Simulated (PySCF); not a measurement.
Several compounds and their computed core spectra got separated.

Computed, not measured: delta-SCF UKS SCAN, pcX-2 on the ionised atom, pcseg-1 elsewhere, spin-free X2C (PySCF). Geometries: PBE0-D3(BJ)/def2-SVP; isolated species, one conformer each.

Line lists (1s up to Mg, 2p3/2 beyond, nothing for Cu or Ge; areas count atoms within a level, one atom standing for each set equivalent by bonding):
1. C 1s: 290.77 (area 1), 291.19 (area 1), 291.73 (area 1), 293.53 (area 1) eV; N 1s: 404.31 (area 1), 405.94 (area 1) eV; F 1s: 692.42 eV; Si 2p3/2: 107.83 eV
2. B 1s: 191.02 eV; C 1s: 286.86 eV; O 1s: 533.34 eV; Cl 2p3/2: 199.57 (area 1), 201.25 (area 1) eV
3. Cl 2p3/2: 204.54 eV
4. C 1s: 292.52 (area 1), 293.95 (area 1), 294.82 (area 1) eV; O 1s: 538.07 (area 1), 538.12 (area 1), 538.27 (area 1), 539.51 (area 1) eV

Structures:
A. `[Cl][Cu]`
B. `c1n([SiH3])c(CF)cn1`
C. `O[B@@H-](Cl)CCl`
D. `O=CO[C@@H]1C[O][GeH2][O]1`

Task: Match each list to its structure.

Result: 
- 1 = B: no other candidate has this set of levels. C 1s: 290.77 aromatic CH next to a ring nitrogen, 291.19 substituted aromatic carbon, 291.73 aromatic CH next to a ring nitrogen, 293.53 sp3 C–F carbon; N 1s: 404.31 pyridine-type nitrogen, 405.94 pyrrole-type nitrogen; F 1s: 692.42 alkyl fluorine; Si 2p3/2: 107.83 SiH3 silicon.
- 2 = C: no other candidate has this set of levels. B 1s: 191.02 four-coordinate boron; C 1s: 286.86 sp3 C–Cl carbon; O 1s: 533.34 boron-bound oxygen; Cl 2p3/2: 199.57 chlorine bonded to B, 201.25 alkyl chlorine.
- 3 = A: no other candidate has this set of levels. Cl 2p3/2: 204.54 chlorine bonded to Cu.
- 4 = D: no other candidate has this set of levels. C 1s: 292.52 sp3 carbon bound to oxygen, 293.95 sp3 carbon bearing two oxygens, 294.82 ester carbonyl carbon; O 1s: 538.07 oxygen bonded to C and Ge, 538.12 ester carbonyl oxygen, 538.27 oxygen bonded to C and Ge, 539.51 ester single-bonded oxygen.

The 2p values aren't plain energy differences: one relaxed spin-free 2p hole is combined with a matrix within the shell (ground-state 2p orbital-energy differences and spin–orbit coupling). 2p3/2, the mean of its two sublevels, lies a third of the splitting below the shell's mean and 2p1/2 two thirds above it; the statistical areas are 2:1. 1 of these hole states is spin-contaminated (⟨S²⟩ 0.87, against 0.75; counted from 0.85) and less certain.
